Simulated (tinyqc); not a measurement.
UHF in the sto-3g basis, for CH2, spin multiplicity 3, step by step (part 1 of 3). Computed by tinyqc, a small Python program that keeps every step (integrals from PySCF). Settings: charge = 0, multiplicity = 3, basis = sto-3g, energy threshold = 1e-10, iteration cap = 90, orthogonalisation = symmetric, start = core, DIIS depth = 0, method = UHF. Command: `OMP_NUM_THREADS=1 python tinyqc.py 28735 28736 out.jsonl` (the two numbers bound the seeds that draw the settings). One thread of a shared host (Intel(R) Xeon(R) Processor @ 2.60GHz), about 0.1 s of CPU time with the checks. Later iterations appear only in the table of the cycle.

## One-electron integrals

Geometry (angstrom):
```
atom         x          y         z
C     0.000000   0.000000  0.000000
H     0.000000   1.294000  0.682000
H     0.000000  -1.294000  0.682000
```

Basis sto-3g: exponents (1/bohr^2) and contraction coefficients of normalised primitives:
```
element  l (shell)   exponent  coefficient
C            s (1)  71.616837     0.154329
C            s (1)  13.045096     0.535328
C            s (1)   3.530512     0.444635
C            s (2)   2.941249    -0.099967
C            s (2)   0.683483     0.399513
C            s (2)   0.222290     0.700115
C            p (3)   2.941249     0.155916
C            p (3)   0.683483     0.607684
C            p (3)   0.222290     0.391957
H            s (1)   3.425251     0.154329
H            s (1)   0.623914     0.535328
H            s (1)   0.168855     0.444635
```

Overlap, kinetic and nuclear-attraction integrals over the contracted functions; the nuclear repulsion is the sum of Za Zb / Rab.

nuclear repulsion = 4.54577688 hartree

overlap S:
```
           1C 1s     1C 2s    1C 2px     1C 2py    1C 2pz     2H 1s      3H 1s
1C 1s   1.000000  0.248362  0.000000   0.000000  0.000000  0.026605   0.026605
1C 2s   0.248362  1.000000  0.000000   0.000000  0.000000  0.301579   0.301579
1C 2px  0.000000  0.000000  1.000000   0.000000  0.000000  0.000000   0.000000
1C 2py  0.000000  0.000000  0.000000   1.000000  0.000000  0.288808  -0.288808
1C 2pz  0.000000  0.000000  0.000000   0.000000  1.000000  0.152216   0.152216
2H 1s   0.026605  0.301579  0.000000   0.288808  0.152216  1.000000   0.041904
3H 1s   0.026605  0.301579  0.000000  -0.288808  0.152216  0.041904   1.000000
```

kinetic energy T (hartree):
```
            1C 1s      1C 2s    1C 2px     1C 2py    1C 2pz      2H 1s      3H 1s
1C 1s   15.891122  -0.085890  0.000000   0.000000  0.000000  -0.008049  -0.008049
1C 2s   -0.085890   0.472250  0.000000   0.000000  0.000000   0.022552   0.022552
1C 2px   0.000000   0.000000  1.477728   0.000000  0.000000   0.000000   0.000000
1C 2py   0.000000   0.000000  0.000000   1.477728  0.000000   0.080896  -0.080896
1C 2pz   0.000000   0.000000  0.000000   0.000000  1.477728   0.042636   0.042636
2H 1s   -0.008049   0.022552  0.000000   0.080896  0.042636   0.760032  -0.010080
3H 1s   -0.008049   0.022552  0.000000  -0.080896  0.042636  -0.010080   0.760032
```

nuclear attraction V (hartree):
```
             1C 1s      1C 2s     1C 2px     1C 2py     1C 2pz      2H 1s      3H 1s
1C 1s   -34.376292  -4.371931   0.000000   0.000000  -0.008770  -0.474709  -0.474709
1C 2s    -4.371931  -5.910008   0.000000   0.000000  -0.099424  -1.370438  -1.370438
1C 2px    0.000000   0.000000  -5.823906   0.000000   0.000000   0.000000   0.000000
1C 2py    0.000000   0.000000   0.000000  -5.927162   0.000000  -1.193600   1.193600
1C 2pz   -0.008770  -0.099424   0.000000   0.000000  -5.852588  -0.642527  -0.642527
2H 1s    -0.474709  -1.370438   0.000000  -1.193600  -0.642527  -3.591430  -0.172604
3H 1s    -0.474709  -1.370438   0.000000   1.193600  -0.642527  -0.172604  -3.591430
```

core Hamiltonian H = T + V (hartree):
```
             1C 1s      1C 2s     1C 2px     1C 2py     1C 2pz      2H 1s      3H 1s
1C 1s   -18.485170  -4.457821   0.000000   0.000000  -0.008770  -0.482758  -0.482758
1C 2s    -4.457821  -5.437758   0.000000   0.000000  -0.099424  -1.347886  -1.347886
1C 2px    0.000000   0.000000  -4.346178   0.000000   0.000000   0.000000   0.000000
1C 2py    0.000000   0.000000   0.000000  -4.449434   0.000000  -1.112703   1.112703
1C 2pz   -0.008770  -0.099424   0.000000   0.000000  -4.374860  -0.599891  -0.599891
2H 1s    -0.482758  -1.347886   0.000000  -1.112703  -0.599891  -2.831398  -0.182685
3H 1s    -0.482758  -1.347886   0.000000   1.112703  -0.599891  -0.182685  -2.831398
```

## Two-electron integrals

Functions are numbered as in S; the eight-fold symmetry (ij|kl) = (ji|kl) = (kl|ij) leaves the list below.

Two-electron integrals (ij|kl) in chemists' order, unique and non-zero (hartree):
```
(11|11) 3.541948    (21|11) 0.576921    (21|21) 0.111888    (22|11) 0.854682
(22|21) 0.205284    (22|22) 0.624709    (31|31) 0.020296    (32|31) 0.030858
(32|32) 0.137996    (33|11) 0.852436    (33|21) 0.205335    (33|22) 0.624568
(33|33) 0.672833    (41|41) 0.020296    (42|41) 0.030858    (42|42) 0.137996
(43|43) 0.036269    (44|11) 0.852436    (44|21) 0.205335    (44|22) 0.624568
(44|33) 0.600295    (44|44) 0.672833    (51|51) 0.020296    (52|51) 0.030858
(52|52) 0.137996    (53|53) 0.036269    (54|54) 0.036269    (55|11) 0.852436
(55|21) 0.205335    (55|22) 0.624568    (55|33) 0.600295    (55|44) 0.600295
(55|55) 0.672833    (61|11) 0.062014    (61|21) 0.011963    (61|22) 0.021944
(61|33) 0.021878    (61|41) 0.000607    (61|42) 0.001150    (61|44) 0.022039
(61|51) 0.000320    (61|52) 0.000606    (61|54) 0.000085    (61|55) 0.021923
(61|61) 0.001305    (62|11) 0.179637    (62|21) 0.043876    (62|22) 0.151198
(62|33) 0.147349    (62|41) 0.003635    (62|42) 0.027371    (62|44) 0.156264
(62|51) 0.001916    (62|52) 0.014426    (62|54) 0.004699    (62|55) 0.149825
(62|61) 0.004892    (62|62) 0.052587    (63|31) 0.004030    (63|32) 0.022494
(63|43) 0.005051    (63|53) 0.002662    (63|63) 0.005698    (64|11) 0.147647
(64|21) 0.036479    (64|22) 0.133277    (64|33) 0.126830    (64|41) 0.006568
(64|42) 0.044189    (64|44) 0.144040    (64|51) 0.001337    (64|52) 0.011435
(64|54) 0.006408    (64|55) 0.128804    (64|61) 0.004212    (64|62) 0.054844
(64|64) 0.061855    (65|11) 0.077817    (65|21) 0.019226    (65|22) 0.070243
(65|33) 0.066846    (65|41) 0.001337    (65|42) 0.011435    (65|44) 0.070591
(65|51) 0.004735    (65|52) 0.028520    (65|54) 0.007025    (65|55) 0.073211
(65|61) 0.002220    (65|62) 0.028905    (65|64) 0.029597    (65|65) 0.021297
(66|11) 0.359927    (66|21) 0.089305    (66|22) 0.351832    (66|33) 0.335102
(66|41) 0.007972    (66|42) 0.083617    (66|44) 0.373990    (66|51) 0.004202
(66|52) 0.044070    (66|54) 0.020496    (66|55) 0.345904    (66|61) 0.010018
(66|62) 0.166902    (66|64) 0.191002    (66|65) 0.100667    (66|66) 0.774606
(71|11) 0.062014    (71|21) 0.011963    (71|22) 0.021944    (71|33) 0.021878
(71|41) -0.000607   (71|42) -0.001150   (71|44) 0.022039    (71|51) 0.000320
(71|52) 0.000606    (71|54) -0.000085   (71|55) 0.021923    (71|61) 0.001265
(71|62) 0.004590    (71|64) 0.003681    (71|65) 0.002092    (71|66) 0.009329
(71|71) 0.001305    (72|11) 0.179637    (72|21) 0.043876    (72|22) 0.151198
(72|33) 0.147349    (72|41) -0.003635   (72|42) -0.027371   (72|44) 0.156264
(72|51) 0.001916    (72|52) 0.014426    (72|54) -0.004699   (72|55) 0.149825
(72|61) 0.004590    (72|62) 0.034054    (72|64) 0.026553    (72|65) 0.018244
(72|66) 0.080653    (72|71) 0.004892    (72|72) 0.052587    (73|31) 0.004030
(73|32) 0.022494    (73|43) -0.005051   (73|53) 0.002662    (73|63) 0.003344
(73|73) 0.005698    (74|11) -0.147647   (74|21) -0.036479   (74|22) -0.133277
(74|33) -0.126830   (74|41) 0.006568    (74|42) 0.044189    (74|44) -0.144040
(74|51) -0.001337   (74|52) -0.011435   (74|54) 0.006408    (74|55) -0.128804
(74|61) -0.003681   (74|62) -0.026553   (74|64) -0.018216   (74|65) -0.014026
(74|66) -0.061777   (74|71) -0.004212   (74|72) -0.054844   (74|74) 0.061855
(75|11) 0.077817    (75|21) 0.019226    (75|22) 0.070243    (75|33) 0.066846
(75|41) -0.001337   (75|42) -0.011435   (75|44) 0.070591    (75|51) 0.004735
(75|52) 0.028520    (75|54) -0.007025   (75|55) 0.073211    (75|61) 0.002092
(75|62) 0.018244    (75|64) 0.014026    (75|65) 0.012912    (75|66) 0.045223
(75|71) 0.002220    (75|72) 0.028905    (75|74) -0.029597   (75|75) 0.021297
(76|11) 0.022363    (76|21) 0.005481    (76|22) 0.019525    (76|33) 0.019036
(76|44) 0.019595    (76|51) 0.000413    (76|52) 0.003320    (76|55) 0.019923
(76|61) 0.000596    (76|62) 0.005823    (76|64) 0.005342    (76|65) 0.003542
(76|66) 0.016820    (76|71) 0.000596    (76|72) 0.005823    (76|74) -0.005342
(76|75) 0.003542    (76|76) 0.000839    (77|11) 0.359927    (77|21) 0.089305
(77|22) 0.351832    (77|33) 0.335102    (77|41) -0.007972   (77|42) -0.083617
(77|44) 0.373990    (77|51) 0.004202    (77|52) 0.044070    (77|54) -0.020496
(77|55) 0.345904    (77|61) 0.009329    (77|62) 0.080653    (77|64) 0.061777
(77|65) 0.045223    (77|66) 0.204406    (77|71) 0.010018    (77|72) 0.166902
(77|74) -0.191002   (77|75) 0.100667    (77|76) 0.016820    (77|77) 0.774606
```

## Orthogonalisation

S = U s U^T; symmetric (Loewdin) form X = U s^(-1/2) U^T, so that X^T S X = 1.

eigenvalues of S: 0.501871  0.570075  0.887559  1.000000  1.090870  1.388021  1.561604

X:
```
            1C 1s      1C 2s    1C 2px     1C 2py     1C 2pz      2H 1s      3H 1s
1C 1s    1.025707  -0.139684  0.000000   0.000000  -0.005112   0.018427   0.018427
1C 2s   -0.139684   1.107975  0.000000   0.000000   0.041072  -0.175120  -0.175120
1C 2px   0.000000   0.000000  1.000000   0.000000   0.000000   0.000000   0.000000
1C 2py   0.000000   0.000000  0.000000   1.074435   0.000000  -0.167948   0.167948
1C 2pz  -0.005112   0.041072  0.000000   0.000000   1.020146  -0.086283  -0.086283
2H 1s    0.018427  -0.175120  0.000000  -0.167948  -0.086283   1.087839  -0.010965
3H 1s    0.018427  -0.175120  0.000000   0.167948  -0.086283  -0.010965   1.087839
```

## Starting guess

The start is the orbitals of the core Hamiltonian; D(s) = C_occ C_occ^T for each spin.

D(alpha) at the start:
```
            1C 1s      1C 2s    1C 2px     1C 2py     1C 2pz      2H 1s      3H 1s
1C 1s    1.070036  -0.287307  0.000000   0.000000  -0.011897   0.026693   0.026693
1C 2s   -0.287307   1.175898  0.000000   0.000000   0.060632  -0.103595  -0.103595
1C 2px   0.000000   0.000000  1.000000   0.000000   0.000000   0.000000   0.000000
1C 2py   0.000000   0.000000  0.000000   1.117193   0.000000  -0.124434   0.124434
1C 2pz  -0.011897   0.060632  0.000000   0.000000   1.032494  -0.065652  -0.065652
2H 1s    0.026693  -0.103595  0.000000  -0.124434  -0.065652   0.026522  -0.001197
3H 1s    0.026693  -0.103595  0.000000   0.124434  -0.065652  -0.001197   0.026522
```

D(beta) at the start:
```
            1C 1s      1C 2s    1C 2px     1C 2py     1C 2pz      2H 1s      3H 1s
1C 1s    1.063600  -0.260651  0.000000   0.000000  -0.088001   0.028884   0.028884
1C 2s   -0.260651   1.065492  0.000000   0.000000   0.375838  -0.112672  -0.112672
1C 2px   0.000000   0.000000  0.000000   0.000000   0.000000   0.000000   0.000000
1C 2py   0.000000   0.000000  0.000000   1.117193   0.000000  -0.124434   0.124434
1C 2pz  -0.088001   0.375838  0.000000   0.000000   0.132587  -0.039738  -0.039738
2H 1s    0.028884  -0.112672  0.000000  -0.124434  -0.039738   0.025776  -0.001943
3H 1s    0.028884  -0.112672  0.000000   0.124434  -0.039738  -0.001943   0.025776
```

## Iteration 1: building the Fock matrix

J_ij = sum D_kl (ij|kl) with D = D(alpha) + D(beta), K_ij = sum D_kl (ik|jl) for each spin; F = H + J - K(s); E = tr D H + tr D J / 2 - 0.5 sum_s tr D(s) K(s) + E_nn.

Coulomb J (hartree):
```
            1C 1s     1C 2s    1C 2px     1C 2py    1C 2pz     2H 1s      3H 1s
1C 1s   12.307019  2.401397  0.000000   0.000000  0.018405  0.257873   0.257873
1C 2s    2.401397  5.495063  0.000000   0.000000  0.083136  1.283398   1.283398
1C 2px   0.000000  0.000000  5.465068   0.000000  0.000000  0.000000   0.000000
1C 2py   0.000000  0.000000  0.000000   5.532284  0.000000  1.112033  -1.112033
1C 2pz   0.018405  0.083136  0.000000   0.000000  5.471386  0.594996   0.594996
2H 1s    0.257873  1.283398  0.000000   1.112033  0.594996  2.859653   0.164356
3H 1s    0.257873  1.283398  0.000000  -1.112033  0.594996  0.164356   2.859653
```

exchange K(alpha) (hartree):
```
           1C 1s     1C 2s    1C 2px     1C 2py    1C 2pz     2H 1s      3H 1s
1C 1s   3.655345  0.673527  0.000000   0.000000  0.000259  0.077609   0.077609
1C 2s   0.673527  1.098331  0.000000   0.000000  0.001069  0.217571   0.217571
1C 2px  0.000000  0.000000  0.905245   0.000000  0.000000  0.000000   0.000000
1C 2py  0.000000  0.000000  0.000000   0.903994  0.000000  0.142842  -0.142842
1C 2pz  0.000259  0.001069  0.000000   0.000000  0.904803  0.074887   0.074887
2H 1s   0.077609  0.217571  0.000000   0.142842  0.074887  0.086083   0.028150
3H 1s   0.077609  0.217571  0.000000  -0.142842  0.074887  0.028150   0.086083
```

exchange K(beta) (hartree):
```
           1C 1s     1C 2s    1C 2px     1C 2py    1C 2pz     2H 1s      3H 1s
1C 1s   3.612531  0.614049  0.000000   0.000000  0.009648  0.070013   0.070013
1C 2s   0.614049  0.773665  0.000000   0.000000  0.231187  0.177904   0.177904
1C 2px  0.000000  0.000000  0.185534   0.000000  0.000000  0.000000   0.000000
1C 2py  0.000000  0.000000  0.000000   0.820418  0.000000  0.133388  -0.133388
1C 2pz  0.009648  0.231187  0.000000   0.000000  0.255870  0.068415   0.068415
2H 1s   0.070013  0.177904  0.000000   0.133388  0.068415  0.075258   0.021668
3H 1s   0.070013  0.177904  0.000000  -0.133388  0.068415  0.021668   0.075258
```

F(alpha) (hartree):
```
            1C 1s      1C 2s    1C 2px     1C 2py     1C 2pz      2H 1s      3H 1s
1C 1s   -9.833496  -2.729952  0.000000   0.000000   0.009376  -0.302495  -0.302495
1C 2s   -2.729952  -1.041025  0.000000   0.000000  -0.017357  -0.282059  -0.282059
1C 2px   0.000000   0.000000  0.213645   0.000000   0.000000   0.000000   0.000000
1C 2py   0.000000   0.000000  0.000000   0.178856   0.000000  -0.143513   0.143513
1C 2pz   0.009376  -0.017357  0.000000   0.000000   0.191723  -0.079782  -0.079782
2H 1s   -0.302495  -0.282059  0.000000  -0.143513  -0.079782  -0.057829  -0.046478
3H 1s   -0.302495  -0.282059  0.000000   0.143513  -0.079782  -0.046478  -0.057829
```

F(beta) (hartree):
```
            1C 1s      1C 2s    1C 2px     1C 2py     1C 2pz      2H 1s      3H 1s
1C 1s   -9.790681  -2.670474  0.000000   0.000000  -0.000013  -0.294898  -0.294898
1C 2s   -2.670474  -0.716360  0.000000   0.000000  -0.247475  -0.242392  -0.242392
1C 2px   0.000000   0.000000  0.933356   0.000000   0.000000   0.000000   0.000000
1C 2py   0.000000   0.000000  0.000000   0.262432   0.000000  -0.134059   0.134059
1C 2pz  -0.000013  -0.247475  0.000000   0.000000   0.840656  -0.073310  -0.073310
2H 1s   -0.294898  -0.242392  0.000000  -0.134059  -0.073310  -0.047004  -0.039996
3H 1s   -0.294898  -0.242392  0.000000   0.134059  -0.073310  -0.039996  -0.047004
```

total energy of this density = -36.90338304 hartree

## Iteration 1: diagonalisation and new density

Diagonalise F' = X^T F X, C = X C', fill 5 alpha and 3 beta electrons from the bottom; D(s) = C_occ C_occ^T. Each column has its largest component positive (the first on a tie).

F' = X^T F X (alpha) (hartree):
```
           1          2         3          4          5          6          7
1  -9.603732  -1.499849  0.000000   0.000000  -0.004497  -0.006370  -0.006370
2  -1.499849  -0.440983  0.000000   0.000000   0.039849  -0.186645  -0.186645
3   0.000000   0.000000  0.213645   0.000000   0.000000   0.000000   0.000000
4   0.000000   0.000000  0.000000   0.309420   0.000000  -0.207706   0.207706
5  -0.004497   0.039849  0.000000   0.000000   0.227108  -0.107144  -0.107144
6  -0.006370  -0.186645  0.000000  -0.207706  -0.107144   0.083112  -0.019210
7  -0.006370  -0.186645  0.000000   0.207706  -0.107144  -0.019210   0.083112
```

orbital energies (alpha) (hartree): MO1 -9.843252, MO2 -0.363755, MO3 -0.105587, MO4 0.076870, MO5 0.213645, MO6 0.376432, MO7 0.517329

coefficients C (alpha):
```
              MO1        MO2        MO3        MO4       MO5        MO6        MO7
1C 1s    0.990974  -0.240694   0.000000   0.138655  0.000000  -0.114469   0.000000
1C 2s    0.035488   0.807218   0.000000  -0.598183  0.000000   0.547228   0.000000
1C 2px   0.000000   0.000000   0.000000   0.000000  1.000000   0.000000   0.000000
1C 2py   0.000000   0.000000   0.426863   0.000000  0.000000   0.000000   1.014205
1C 2pz   0.000697   0.051658   0.000000   0.620506  0.000000   0.818294   0.000000
2H 1s   -0.005524   0.254515   0.537161   0.453360  0.000000  -0.589862  -0.585960
3H 1s   -0.005524   0.254515  -0.537161   0.453360  0.000000  -0.589862   0.585960
```

F' = X^T F X (beta) (hartree):
```
           1          2         3          4          5          6          7
1  -9.569435  -1.484689  0.000000   0.000000   0.015459  -0.007857  -0.007857
2  -1.484689  -0.108905  0.000000   0.000000  -0.187777  -0.180057  -0.180057
3   0.000000   0.000000  0.933356   0.000000   0.000000   0.000000   0.000000
4   0.000000   0.000000  0.000000   0.399323   0.000000  -0.211895   0.211895
5   0.015459  -0.187777  0.000000   0.000000   0.881220  -0.116274  -0.116274
6  -0.007857  -0.180057  0.000000  -0.211895  -0.116274   0.086268  -0.019033
7  -0.007857  -0.180057  0.000000   0.211895  -0.116274  -0.019033   0.086268
```

orbital energies (beta) (hartree): MO1 -9.797230, MO2 -0.214456, MO3 -0.081470, MO4 0.343070, MO5 0.586095, MO6 0.933356, MO7 0.938732

coefficients C (beta):
```
              MO1        MO2        MO3        MO4        MO5       MO6        MO7
1C 1s    0.992777  -0.180759   0.000000  -0.228043   0.000000  0.000000   0.044798
1C 2s    0.028738   0.570841   0.000000   0.982855   0.000000  0.000000  -0.132110
1C 2px   0.000000   0.000000   0.000000   0.000000   0.000000  1.000000   0.000000
1C 2py   0.000000   0.000000   0.366748   0.000000   1.037459  0.000000   0.000000
1C 2pz   0.001898   0.165471   0.000000   0.158971   0.000000  0.000000   1.002320
2H 1s   -0.004608   0.409718   0.570548  -0.653733  -0.553504  0.000000  -0.151735
3H 1s   -0.004608   0.409718  -0.570548  -0.653733   0.553504  0.000000  -0.151735
```

D(alpha) after iteration 1:
```
            1C 1s      1C 2s    1C 2px     1C 2py     1C 2pz      2H 1s      3H 1s
1C 1s    1.059188  -0.242066  0.000000   0.000000   0.074293  -0.003874  -0.003874
1C 2s   -0.242066   1.010683  0.000000   0.000000  -0.329452  -0.065939  -0.065939
1C 2px   0.000000   0.000000  1.000000   0.000000   0.000000   0.000000   0.000000
1C 2py   0.000000   0.000000  0.000000   0.182212   0.000000   0.229294  -0.229294
1C 2pz   0.074293  -0.329452  0.000000   0.000000   0.387697   0.294456   0.294456
2H 1s   -0.003874  -0.065939  0.000000   0.229294   0.294456   0.558885  -0.018198
3H 1s   -0.003874  -0.065939  0.000000  -0.229294   0.294456  -0.018198   0.558885
```

D(beta) after iteration 1:
```
            1C 1s      1C 2s    1C 2px     1C 2py     1C 2pz      2H 1s      3H 1s
1C 1s    1.018280  -0.074655  0.000000   0.000000  -0.028026  -0.078635  -0.078635
1C 2s   -0.074655   0.326685  0.000000   0.000000   0.094512   0.233751   0.233751
1C 2px   0.000000   0.000000  0.000000   0.000000   0.000000   0.000000   0.000000
1C 2py   0.000000   0.000000  0.000000   0.134504   0.000000   0.209247  -0.209247
1C 2pz  -0.028026   0.094512  0.000000   0.000000   0.027384   0.067788   0.067788
2H 1s   -0.078635   0.233751  0.000000   0.209247   0.067788   0.493414  -0.157635
3H 1s   -0.078635   0.233751  0.000000  -0.209247   0.067788  -0.157635   0.493414
```
